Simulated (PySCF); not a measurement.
**Vertical excitation energies**

C₅H₁₀O.
SMILES: `C=C[C@H](C)OC`

Method: PySCF 2.14.0, density-fitted response routines, TDDFT CAM-B3LYP/def2-SVPD, vertical, gas phase, core orbitals frozen in the response. The structure is a single GFN2-xTB conformer in the gas phase; no vibrational or solvent corrections. Torsions of this conformer, `[CH2:1]=[CH:2][C@H:3]([CH3:4])[O:5][CH3:6]`: C1–C2–C3–C4 -114°, C2–C3–O5–C6 -68°.

Q: Predict the UV-vis stick spectrum at this level.

A: 

| state | E (eV) | E (hartree) | f | main configurations (H = HOMO, L = LUMO) |
| --- | --- | --- | --- | --- |
| S1 | 6.78 | 0.2491 | 0.0039 | H→L (86%) |
| S2 | 7.45 | 0.2738 | 0.110 | H→L+1 (50%), H-1→L (27%) |
| S3 | 7.56 | 0.2779 | 0.230 | H-1→L (56%), H→L+1 (23%) |
| S4 | 7.70 | 0.2830 | 0.091 | H-1→L+1 (65%), H-1→L+3 (12%) |
| S5 | 8.07 | 0.2967 | 0.030 | H→L+4 (39%), H-1→L+4 (35%), H-1→L+2 (9%) |
| S6 | 8.18 | 0.3005 | 0.0055 | H→L+4 (31%), H-1→L+4 (16%), H→L+2 (12%) |
| S7 | 8.24 | 0.3030 | 0.066 | H-1→L+4 (20%), H→L+4 (18%), H→L+2 (17%) |
| S8 | 8.28 | 0.3043 | 0.027 | H-2→L (46%), H→L+2 (24%) |

Triplets, Tamm–Dancoff:

```json
{"state": "T1", "E (eV)": "4.52", "λ (nm)": "274.3", "main configurations (H = HOMO, L = LUMO)": "H-1→L (80%), H→L (10%)"}
{"state": "T2", "E (eV)": "6.49", "λ (nm)": "191.0", "main configurations (H = HOMO, L = LUMO)": "H→L (75%), H-1→L (11%)"}
{"state": "T3", "E (eV)": "7.34", "λ (nm)": "169.0", "main configurations (H = HOMO, L = LUMO)": "H→L+1 (70%), H→L+3 (8%)"}
```

The lowest singlet lies at 6.78 eV (183 nm, vacuum ultraviolet) and is very weak; its leading configuration is HOMO→LUMO (86%). The strongest level in the table is S3 at 7.56 eV (164 nm, f = 0.230). Löwdin shares by element: HOMO oxygen 55%, carbon 25% or more (atoms not listed hold the other 20%); LUMO carbon 64% or more, hydrogen 14% or more (atoms not listed hold the other 22%). The oscillator strengths of these states sum to 0.564; summed over the whole spectrum of an exact calculation they would give the number of electrons, 48 (Thomas–Reiche–Kuhn). Of the 8 states listed, 6 reach f = 0.01 and none stays under 0.0005. Orbital energies (eV): HOMO-3 -11.25, HOMO-2 -10.42, HOMO-1 -9.19, HOMO -8.93, LUMO 1.19, LUMO+1 1.53, LUMO+2 1.99. Only the lowest 8 singlets were computed, as vertical energies without vibronic structure.
